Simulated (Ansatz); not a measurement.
A calculation with Ansatz (development build ahead of 0.2.0).

```yaml
crystal:
  periodic: [false, false, false]
  atoms:
    - { symbol: Na, position_ang: [0.00683, -0.00582, -1.09366] }
    - { symbol: O, position_ang: [-0.00753, 0.00657, 1.08904] }
    - { symbol: H, position_ang: [-0.00148, 0.76648, 1.67275] }
    - { symbol: H, position_ang: [-0.00318, -0.75808, 1.68989] }
basis:
  gaussian: { orbitals: STO-3G }
total_charge: 1
hamiltonian:
  xc: hf
correlation:
  method: mp2
  frozen_orbitals: { H: 0, Na: 1, O: 1 }
```

The input is written out in the form of the current development build from the run's settings.

Output:

```
Converged                       : yes
Reference energy                : -234.81057 hartree
Correlation energy              : -0.07674 hartree
Total energy                    : -234.88731 hartree
Spin squared of the determinant : 0.000
```
